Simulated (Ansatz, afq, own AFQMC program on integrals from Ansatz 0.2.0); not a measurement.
BH$_{4}$, doublet: AFQMC among the cluster methods

```yaml
atoms:
  - { symbol: H, position_ang: [-2.2315, 0.0000, 0.0000] }
  - { symbol: H, position_ang: [-1.1975, 0.0000, 0.0000] }
  - { symbol: B, position_ang: [0.1895, 0.0000, 0.0000] }
  - { symbol: H, position_ang: [0.6985, 0.0000, 1.0770] }
  - { symbol: H, position_ang: [0.6985, 0.0000, -1.0770] }
```

Basis cc-pVTZ. Noble-gas cores (and the filled d shells of Ga–Kr and In–Xe) are frozen. AFQMC by an in-house program on the Cholesky factors that Ansatz 0.2.0 writes for its CCSD(T) run. The CISD trial takes its coefficients from CCSD amplitudes. Released means that phaseless walkers are propagated on without the constraint, phases kept. Error bars are statistical, one sigma.

Determinant: UHF, the one that the program's search chose, which needn't be the lowest solution. The geometry is a point of a scan.

No full CI on the walks' own integrals is used here; CCSDT(Q) serves as the reference and is uncertain by about the last step of the cluster series.

Cautions: the ph-AFQMC/CISD walk drifts between its halves (2.5 errors).

The T1 diagnostic is 0.0138. The weight of the determinant in the CISD state is 0.927 and the ⟨S²⟩ of the determinant is 0.776. The size of the correlated space is 7 electrons in 85 orbitals.

Reference: CCSDT(Q), correlation energy -4.152 eV. The released energy is read at 2.40 1/Eh (meV from the phaseless value at times in 1/Eh: -3.2 ± 1.9 at 0.24, -4.4 ± 1.8 at 0.51, -7.2 ± 1.7 at 0.99, -4.4 ± 1.5 at 1.62, -5.4 ± 1.3 at 2.40).

| level | E − E(reference) (meV) | share of correlation (%) |
| --- | --- | --- |
| HF | 4151.6 | 0.00 |
| MP2 | 823.8 | 80.16 |
| CCSD | 106.5 | 97.43 |
| CCSD(T) | 18.6 | 99.55 |
| CCSDT | 2.0 | 99.95 |
| ph-AFQMC/CISD | 6.1 ± 1.6 | 99.85 |
| released AFQMC | 0.6 ± 1.3 | 99.99 |

A walk keeps the symmetry of its determinant, which the program's search chose and which needn't be the lowest solution, so a lower state of the same spin and another symmetry isn't excluded. Released energies are given only where the last usable release times agree within the noise; a slower fall can still hide under it.
